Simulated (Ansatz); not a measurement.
## Structure relaxation of KSc2

Method: Ansatz 0.2.0, DFT PBE, scalar-relativistic, plane waves, PAW. Cutoff 420 eV, Γ-centred k mesh, Gaussian smearing, no spin polarisation in the final step.

The start puts KSc2 on the rutile structure type (P4_2/mnm, No. 136), with K in place of Ti, Sc in place of O, at a guessed volume.

```xyz
6
Lattice="6.2863 0.0000 0.0000 0.0000 6.2863 0.0000 0.0000 0.0000 4.0490" Properties=species:S:1:pos:R:3 pbc="T T T"
K     0.0000    0.0000    0.0000
K     3.1431    3.1431    2.0245
Sc    1.9236    1.9236    0.0000
Sc    1.2195    5.0667    2.0245
Sc    4.3627    4.3627    0.0000
Sc    5.0667    1.2195    2.0245
```

Cell and atoms relax at zero pressure; the relaxation can't lower the symmetry of the start.

The zero of energy is the elements' standard structures at the same level; no fitted shifts are applied.

(1) Which crystal results?

(2) What are its volume, energy, density and gap?

Answers

(1) It keeps P4_2/mnm (No. 136), but not the shape of the type it started on. Conventional cell: a = 6.065 Å, c = 6.010 Å. Around K lie 2 Sc at 2.87 Å and 4 Sc at 3.32 Å; Sc has 1 Sc at 2.83 Å, 1 K at 2.87 Å and 2 K at 3.32 Å.

```xyz
6
Lattice="6.0652 0.0000 0.0000 0.0000 6.0652 0.0000 0.0000 0.0000 6.0096" Properties=species:S:1:pos:R:3 pbc="T T T"
K     0.0000    0.0000    0.0000
K     3.0326    3.0326    3.0048
Sc    2.0315    2.0315    0.0000
Sc    1.0011    5.0641    3.0048
Sc    4.0337    4.0337    0.0000
Sc    5.0641    1.0011    3.0048
```

(2) The volume per atom is 36.85 Å³, the density is 1.94 g/cm³ and the energy over the elements is 1.52 eV/atom. The gap on the 6×6×6 mesh is 0 eV (a metal).

The final run used a 6×6×6 mesh on its 6-atom cell and 0.10 eV smearing. The k mesh leaves about 4 meV/atom of noise in metals. Symmetry constrained the relaxation, so the result can be a saddle point.

Cost: 3 runs of about 17 core-minutes in all, on Intel Xeon Platinum 8259CL (Skylake/Cascade Lake) (shared hosts).